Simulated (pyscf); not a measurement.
Thermochemistry of product channels of SnH₄ + CH₃• on the doublet surface, in kJ/mol, from ωB97M-D3(BJ)/def2-TZVP energies (ideal gas, 1 atm, RRHO with modes under 100 cm⁻¹ raised to 100, one conformer, R ln 2 for rigid chiral ones). Single points on ωB97X-D3(BJ)/def2-SVP structures (PySCF, gas phase).

```tsv
products	ΔE	ΔH(298 K)	ΔG(600 K)	ΔG(900 K)
•H₂C–SnH₃ + H₂	___	+32.5	+26.4	+20.2
SnH₃• + CH₄	___	-122.0	-122.2	-120.0
```

Some entries are withheld; supply them.


- •H₂C–SnH₃ + H₂, ΔE: +39.3
- SnH₃• + CH₄, ΔE: -138.6

These are energies of the channels, which say nothing of barriers. •H₂C–SnH₃ lies 128.0 kJ/mol over its isomer H₃C–SnH₂•, and others may lie lower still (electronic energy, ωB97M-D3(BJ)). Elements past Kr carry the def2 core potentials, without spin-orbit coupling.
